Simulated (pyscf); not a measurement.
PySCF, gas phase, ωB97X-D3(BJ)/def2-SVP geometries. MP2 and CC: frozen core, UHF for open shells. ΔMP2 is the change of the MP2 total energy from the triple- to the quadruple-zeta basis.

Task: For O=Ge=O + H₂O -> O=Ge(OH)–OH, an addition across a multiple bond or ene-type step (singlet surface; H–O broken, H–O, Ge–O formed), PBE/def2-TZVP gives ΔE‡ = -8.2 kcal/mol and ΔE = -43.7 kcal/mol (zero: the separated reactants). In which direction and how far do PBE0-D3(BJ)/def2-TZVP, ωB97M-D3(BJ)/def2-TZVP, CCSD(T)/def2-TZVPP + ΔMP2(QZVPP) move these?

Result: PBE0-D3(BJ): ΔE‡ = -10.1 kcal/mol, ΔE = -52.0 kcal/mol; ωB97M-D3(BJ): ΔE‡ = -8.0 kcal/mol, ΔE = -51.7 kcal/mol; CCSD(T): ΔE‡ = -4.7 kcal/mol, ΔE = -48.6 kcal/mol. PBE's barrier lies among them. Its reaction energy lies over all of them, by 5.0 to 8.3 kcal/mol. On the reactant side the descent ends in an adduct with a Ge–O contact, 18.4 kcal/mol under the separated species and 9.4 kcal/mol under the saddle at ωB97X-D3(BJ)/def2-TZVP. At PBE, PBE0-D3(BJ), ωB97M-D3(BJ)/def2-TZVP, CCSD(T) the saddle lies under the separated reactants, which points to a path from their complex (located at ωB97X-D3(BJ) alone). What is counted as formed (Ge–O) is already present as a longer contact in the reactant adduct; forming that adduct is a step of its own. At ωB97X-D3(BJ)/def2-TZVP the barrier from the zero used here is -9.0 kcal/mol. One saddle was located; it need not be the lowest between these sides. The CCSD(T) − MP2 part came from Ansatz, without density fitting, on the same reference. The frozen core leaves the outer d or s,p core shells of the metals and heavy elements correlated in the MP2 and CC values, and def2-TZVPP describes them poorly, which can shift differences by a few kcal/mol. Elements up to Kr have no core potential and no relativistic terms here.
